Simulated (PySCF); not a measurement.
## Magnetic susceptibility: BH

Geometry:
```json
{"atom": "B1", "x (Å)": "0.617", "y (Å)": "-0.001", "z (Å)": "-0.001"}
{"atom": "H2", "x (Å)": "-0.622", "y (Å)": "0.007", "z (Å)": "-0.010"}
```

Method: GIAO B3LYP/aug-pcSseg-1 magnetisability, rotational g tensor and spin-rotation constants, non-relativistic, gas phase (PySCF). Geometry: PBE0-D3(BJ)/def2-SVP, altered.

**Question.** What are the magnetisability and the molar susceptibility?

**Answer.** Isotropic 268 × 10⁻³⁰ J/T², or 16.1 × 10⁻⁶ cm³/mol; principal values -199, 501, 501 × 10⁻³⁰ J/T², anisotropy 700 × 10⁻³⁰ J/T² (root of half the summed squared differences of the principal values). The susceptibility is in cgs units.

**Question.** Split it along the inertial axes a, b, c into diamagnetic and paramagnetic parts about the centre of mass, with the quadrupole moment.

**Answer.** 
| axis | χ (10⁻⁶ cm³/mol) | diamagnetic (10⁻⁶ cm³/mol) | paramagnetic (10⁻⁶ cm³/mol) | summed x² of all electrons (Å²) | quadrupole Θ (D Å) |
| --- | --- | --- | --- | --- | --- |
| a | -12.0 | -12.0 | 0.0 | 3.5 | -3.48 |
| b | 30.2 | -20.8 | 51.0 | 1.4 | +1.74 |
| c | 30.2 | -20.8 | 51.0 | 1.4 | +1.74 |

Anisotropies 2χaa − χbb − χcc = -84.4 and 2χbb − χaa − χcc = +42.2 × 10⁻⁶ cm³/mol. Θ is traceless in Buckingham's convention.

**Question.** And the rotational g tensor?

**Answer.** 
```csv
axis,rotational constant (GHz),g,nuclear part,electronic part
b,356.0642,-7.5692,0.9540,-8.5232
c,356.0642,-7.5692,0.9540,-8.5232
```
Linear; isotopes 11B, 1H; no vibrational averaging.
